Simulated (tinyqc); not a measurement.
Worked calculation (part 3 of 3): UHF in the sto-3g basis, for OH-, spin multiplicity 1. The basis has no diffuse functions, so it cannot describe the extra electron: this is an exercise in the method, not the real anion. This run ends on a higher stationary point, not on the lowest solution. Computed by tinyqc, a small Python program that keeps every step (integrals from PySCF). Command: `OMP_NUM_THREADS=1 python tinyqc.py 26467 26468 out.jsonl` (the two numbers bound the seeds that draw the settings). One thread of a shared host (Intel(R) Xeon(R) Processor @ 2.60GHz), about 0.1 s of CPU time with the checks.

Geometry (angstrom):
```
atom        x        y        z
O     0.00000  0.00000  0.00000
H     0.00000  0.00000  1.78700
```

## Convergence

Stop when the energy changes by less than 1e-08 hartree and every element of the error matrix X^T (F D S - S D F) X (for each spin) is below 3e-05.

Course of the cycle:
```
iteration  E (hartree)     change  largest element of the error matrix
1          -72.9696100          -                             1.77e-01
2          -73.9266769  -9.57e-01                             1.10e-01
3          -73.9490199  -2.23e-02                             3.77e-02
4          -73.9527863  -3.77e-03                             1.82e-02
5          -73.9542980  -1.51e-03                             7.71e-03
6          -73.9550860  -7.88e-04                             9.71e-03
7          -73.9528028   2.28e-03                             2.91e-03
8          -73.9528341  -3.13e-05                             7.34e-04
9          -73.9528332   8.98e-07                             1.46e-04
10         -73.9528332  -1.75e-09                             5.95e-06
```

PySCF UHF in the same basis, after a stability check = -73.9744895 hartree

Converged in 10 iterations. But the solution lies 0.02166 hartree above the reference: it is another stationary point, not the lowest one. Reruns (cap 100 unless said): damping 0.5: converged in 85 to a higher stationary point; level shift 0.5: converged in 52 to a higher stationary point; atomic densities as start, DIIS 8: converged in 6 to a higher stationary point.

## Populations, bond orders and dipole

D(alpha) after iteration 10:
```
           1O 1s     1O 2s   1O 2px   1O 2py    1O 2pz     2H 1s
1O 1s    1.05917  -0.25047  0.00000  0.00000   0.02035   0.00838
1O 2s   -0.25047   1.06139  0.00000  0.00000  -0.09033  -0.06613
1O 2px   0.00000   0.00000  1.00000  0.00000   0.00000   0.00000
1O 2py   0.00000   0.00000  0.00000  1.00000   0.00000   0.00000
1O 2pz   0.02035  -0.09033  0.00000  0.00000   0.16051   0.34714
2H 1s    0.00838  -0.06613  0.00000  0.00000   0.34714   0.76731
```

D(beta) after iteration 10:
```
           1O 1s     1O 2s   1O 2px   1O 2py    1O 2pz     2H 1s
1O 1s    1.05917  -0.25047  0.00000  0.00000   0.02035   0.00838
1O 2s   -0.25047   1.06139  0.00000  0.00000  -0.09032  -0.06614
1O 2px   0.00000   0.00000  1.00000  0.00000   0.00000   0.00000
1O 2py   0.00000   0.00000  0.00000  1.00000   0.00000   0.00000
1O 2pz   0.02035  -0.09032  0.00000  0.00000   0.16049   0.34712
2H 1s    0.00838  -0.06614  0.00000  0.00000   0.34712   0.76734
```

overlap S:
```
          1O 1s    1O 2s   1O 2px   1O 2py   1O 2pz    2H 1s
1O 1s   1.00000  0.23670  0.00000  0.00000  0.00000  0.00817
1O 2s   0.23670  1.00000  0.00000  0.00000  0.00000  0.11622
1O 2px  0.00000  0.00000  1.00000  0.00000  0.00000  0.00000
1O 2py  0.00000  0.00000  0.00000  1.00000  0.00000  0.00000
1O 2pz  0.00000  0.00000  0.00000  0.00000  1.00000  0.12304
2H 1s   0.00817  0.11622  0.00000  0.00000  0.12304  1.00000
```

Mulliken: Z minus the diagonal of D S on the atom; Loewdin: the same with S^(1/2) D S^(1/2); Mayer order: 2 sum_s sum (D(s) S)_ij (D(s) S)_ji over the two atoms.

Charges (e):
```
atom  Mulliken   Loewdin  Mulliken spin
1O    -0.39516  -0.39928       2.08e-05
2H    -0.60484  -0.60072      -2.08e-05
```

Mayer bond orders:
```
pair    order
2-1   0.63417
```

dipole moment about the origin, x y z (debye): 0.00000  0.00000  -4.73819

<S^2> of the determinant (pure state: 0) = 6.82e-10
